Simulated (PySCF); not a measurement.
## Adding and removing an electron: CH

PBE0; PySCF, no relativity, basis sets H def2-TZVP, C def2-TZVP. Neutral (UKS): doublet (π ↑), Re = 1.126 Å, ωe = 2846 cm⁻¹, De = 3.58 eV, HOMO -7.44 eV, LUMO -3.82 eV.

CH⁺ (UKS): singlet (closed shell), Re = 1.140 Å, ωe = 2808 cm⁻¹, De = 4.11 eV to H + C⁺. The energies at the minima are -38.43802 hartree for CH and -38.03433 for CH⁺.

Q: Work out the adiabatic ionisation energy, without and with harmonic zero-point energies (1 hartree = 27.2114 eV, 1 eV = 8065.5 cm⁻¹), and the change of the bond length.

A: At PBE0: 0.40369 hartree = 10.985 eV between the minima; the zero-point term (2808.0 − 2846.0)/2 cm⁻¹ = -0.002 eV makes it 10.983 eV. Re changes by +1.4 pm against the neutral. The electron leaves a π orbital, which is non-bonding in a hydride.

For an ion De counts to the pair picked by the measured ionisation energies or electron affinities, which need not be the lowest pair at this level. States were picked by a PBE0 search and need not be the measured ground states.
